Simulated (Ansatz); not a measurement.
## Molecular dynamics, step by step

CH$_{5}$FS (SMILES S.CF), singlet, PBE0-D4/def2-SVP (Ansatz 0.2.0). Settings (timestep in fs, temperature in K; T counts 18 degrees of freedom):

```yaml
hamiltonian: {xc: pbe0, dispersion: d4}
md: {n_steps: 30, timestep: 0.25, temperature: 300, ensemble: nve, seed: 507, initial_velocities: maxwell_boltzmann}
```

Start (the SMILES describes the start alone):

```json
{"atom": "S1", "x (Å)": "-0.2115", "y (Å)": "0.5467", "z (Å)": "-2.4538"}
{"atom": "H2", "x (Å)": "-0.4813", "y (Å)": "-0.4164", "z (Å)": "-1.5569"}
{"atom": "H3", "x (Å)": "1.0160", "y (Å)": "0.0609", "z (Å)": "-2.6909"}
{"atom": "C4", "x (Å)": "-0.0445", "y (Å)": "0.0144", "z (Å)": "1.3753"}
{"atom": "F5", "x (Å)": "-0.4635", "y (Å)": "-1.0794", "z (Å)": "0.6400"}
{"atom": "H6", "x (Å)": "-0.8457", "y (Å)": "0.3066", "z (Å)": "2.0567"}
{"atom": "H7", "x (Å)": "0.1842", "y (Å)": "0.8314", "z (Å)": "0.6882"}
{"atom": "H8", "x (Å)": "0.8463", "y (Å)": "-0.2641", "z (Å)": "1.9414"}
```

```tsv
step	time (fs)	potential energy less the start (meV)	kinetic energy (meV)	T (K)
0	0.00	0.0	232.7	300
2	0.50	13.4	219.3	283
4	1.00	32.5	200.2	258
6	1.50	53.6	179.3	231
8	2.00	72.8	160.1	206
10	2.50	87.9	145.0	187
12	3.00	98.9	134.0	173
14	3.50	107.2	125.6	162
16	4.00	115.3	117.5	151
18	4.50	124.8	108.0	139
20	5.00	136.0	96.8	125
22	5.50	147.7	85.2	110
24	6.00	157.8	75.1	97
26	6.50	163.9	69.0	89
28	7.00	164.0	68.9	89
30	7.50	157.0	75.9	98
```

Step 4, positions (Å) and forces (eV/Å):

```tsv
atom	x	y	z	Fx	Fy	Fz
S1	-0.211	0.547	-2.454	-0.330	0.112	0.082
H2	-0.505	-0.423	-1.558	0.077	0.033	0.014
H3	1.019	0.071	-2.682	0.259	-0.147	-0.007
C4	-0.040	0.022	1.374	-0.792	-1.385	-0.288
F5	-0.466	-1.083	0.642	0.216	0.318	-0.020
H6	-0.858	0.272	2.047	-0.105	0.351	0.376
H7	0.176	0.829	0.699	0.161	0.748	-0.586
H8	0.848	-0.266	1.922	0.513	-0.029	0.429
```

Step 14, positions (Å) and forces (eV/Å):

```json
{"atom": "S1", "x": "-0.209", "y": "0.548", "z": "-2.454", "Fx": "-0.409", "Fy": "-0.152", "Fz": "0.304"}
{"atom": "H2", "x": "-0.559", "y": "-0.436", "z": "-1.564", "Fx": "0.327", "Fy": "0.333", "Fz": "-0.301"}
{"atom": "H3", "x": "1.038", "y": "0.091", "z": "-2.660", "Fx": "0.096", "Fy": "-0.185", "Fz": "0.097"}
{"atom": "C4", "x": "-0.031", "y": "0.034", "z": "1.368", "Fx": "-1.295", "Fy": "-1.943", "Fz": "-0.084"}
{"atom": "F5", "x": "-0.471", "y": "-1.090", "z": "0.647", "Fx": "0.501", "Fy": "0.556", "Fz": "-0.231"}
{"atom": "H6", "x": "-0.889", "y": "0.204", "z": "2.038", "Fx": "0.475", "Fy": "0.655", "Fz": "0.319"}
{"atom": "H7", "x": "0.163", "y": "0.858", "z": "0.699", "Fx": "0.033", "Fy": "0.577", "Fz": "-0.501"}
{"atom": "H8", "x": "0.874", "y": "-0.271", "z": "1.892", "Fx": "0.273", "Fy": "0.159", "Fz": "0.396"}
```

Step 20, positions (Å) and forces (eV/Å):

| atom | x | y | z | Fx | Fy | Fz |
| --- | --- | --- | --- | --- | --- | --- |
| S1 | -0.209 | 0.548 | -2.454 | -0.230 | -0.162 | 0.226 |
| H2 | -0.583 | -0.435 | -1.574 | 0.381 | 0.300 | -0.284 |
| H3 | 1.052 | 0.098 | -2.644 | -0.134 | -0.142 | 0.160 |
| C4 | -0.028 | 0.037 | 1.365 | -0.954 | -1.470 | -0.262 |
| F5 | -0.474 | -1.093 | 0.649 | 0.610 | 0.674 | -0.285 |
| H6 | -0.896 | 0.181 | 2.042 | 0.741 | 0.736 | 0.208 |
| H7 | 0.157 | 0.893 | 0.684 | -0.168 | -0.285 | 0.137 |
| H8 | 0.899 | -0.270 | 1.885 | -0.245 | 0.349 | 0.099 |

Last step (30):

```csv
atom,x (Å),y (Å),z (Å)
S1,-0.2079,0.5483,-2.4537
H2,-0.6048,-0.4224,-1.6033
H3,1.0681,0.1021,-2.6103
C4,-0.0281,0.0370,1.3582
F5,-0.4765,-1.0974,0.6531
H6,-0.8740,0.1773,2.0592
H7,0.1381,0.9318,0.6688
H8,0.9251,-0.2521,1.8775
```

Hardware: 4 CPU threads of an Arm Neoverse V1, shared host. Wall time about 19 s.
